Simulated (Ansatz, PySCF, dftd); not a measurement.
Reaction: H2O2 (hydrogen peroxide, SMILES OO) → HO2 (SMILES [O]O, doublet) + H (doublet) (the H-O bond breaks)
Each species at its own B3LYP-D3(BJ)/def2-TZVP minimum (Ansatz, an electronic-structure program).

Wanted: bond dissociation energy (enthalpy at 298 K, ideal-gas terms from PySCF's Hessians at B3LYP-D3(BJ)/def2-TZVP), in kcal/mol. Radicals and triplets start from unrestricted determinants; spin-orbit coupling is neglected. Correlated methods leave the cores frozen. Rows without X2C or -DK are non-relativistic. AFQMC is phaseless with a CISD trial state; ± is one standard error, without the phaseless bias. Outlying blocks are dropped, and bars are widened where a walk drifts. Over all cases where full CI ran beside it in this data, AFQMC minus full CI had a median of +0.1 mEh and passed +0.4 mEh in a tenth of the cases. CBS(X,Y): correlation extrapolated as X^-3, Hartree-Fock from the larger set (Q,5: extrapolated as (X+1)exp(-9√X)). A bracket is a step between two methods taken in the basis named. Functionals run without relativity, which enters their misses. '+ core + X2C': CCSD(T) terms for core correlation (cc-pwCVTZ) and scalar relativity (cc-pVTZ-DK). For partners of very few electrons the exact lower level stands in for a higher one.

From measured enthalpies of formation at 298 K: 87.4 kcal/mol (Active Thermochemical Tables 1.112 (ions: stationary electron), as tabulated in the package chemicals). The calculations leave out spin-orbit terms.

Question: Rank these levels by their absolute error against that value, smallest first: HF/cc-pV5Z (Ansatz); PBE-D4/def2-TZVPD (Ansatz + dftd4); CCSDT(Q)/cc-pVDZ (Ansatz); MP2/CBS(cc-pVTZ,cc-pVQZ) (Ansatz); CCSD(T)/CBS(cc-pVQZ,cc-pV5Z) + core + X2C (Ansatz).

Answer: CCSD(T)/CBS(cc-pVQZ,cc-pV5Z) + core + X2C (87.6 kcal/mol, error 0.2), MP2/CBS(cc-pVTZ,cc-pVQZ) (93.1 kcal/mol, error 5.7), PBE-D4/def2-TZVPD (80.0 kcal/mol, error -7.4), CCSDT(Q)/cc-pVDZ (78.7 kcal/mol, error -8.7), HF/cc-pV5Z (56.0 kcal/mol, error -31.4)
